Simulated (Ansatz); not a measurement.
A made-up structure of H₂O₂, singlet:

O1  (-0.507, -0.477, -0.026)
O2  (0.034, 0.636, 0.283)
H3  (0.238, -0.911, 0.389)
H4  (0.236, 0.752, -0.645)
(Å)

It is relaxed with PBE-D4/def2-SVP and then PBE0-D4/def2-TZVP (Ansatz 0.2.0). Atoms count as bonded within 1.22 times the sum of their covalent radii (H–H: 0.88 Å). The end point is not checked to be a true minimum.

**Question.** Does its bonding change? (Judge from chemistry; the calculation decides.)

**Answer.** Computed: No: no bond forms or breaks.

Where it ends: The first stage lowers the energy by 1.47 eV in 6 steps. It ends as H₂O₂ ([OH][OH]):
O1  (-0.486, -0.581, 0.029)
O2  (0.049, 0.728, 0.207)
H3  (0.185, -1.118, 0.468)
H4  (0.252, 0.971, -0.704)
(Å)

Labels in which every atom is bracketed show which atoms are joined, not bond orders.

For scale, one of the runs: PBE0-D4/def2-TZVP relaxation, 74 basis functions, launched by `ansatz run in.yaml --threads 2 --pin off --events-out ev --progress --plain --max-ram 4352MiB`. The run took about 3.2 s on 2 CPU threads of an Arm Neoverse V1 (shared host).
